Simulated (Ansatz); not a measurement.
## Niobium, bcc: convergence with the k-point mesh

Computed with Ansatz, LDA, scalar-relativistic PAW, on the relaxed cell (a = 3.246 Å; spin not included). Errors count from a run at 420 eV on a Γ-centred 22×22×22 mesh with Fermi-Dirac smearing of 0.1 eV, extrapolated to zero width. Fixed here: cutoff 420 eV, Fermi-Dirac width 0.1 eV. The SCF starts from atomic densities corrected by a trained network.

```csv
k-mesh,E(σ→0) error (meV/atom),P (GPa),SCF iterations
4×4×4,8.7,6.04,6
5×5×5,35.4,-0.50,6
7×7×7,19.6,0.28,6
8×8×8,-19.8,1.24,6
11×11×11,12.5,0.94,6
14×14×14,5.1,0.51,6
20×20×20,-0.5,0.36,6
```

Problem. What does the run at 2×2×2 give (k-mesh)?

Solution. E(σ→0) error (meV/atom): -1183.4; P (GPa): -23.27; SCF iterations: 6.

Within 5 meV/atom of the last row: from 20×20×20 on.
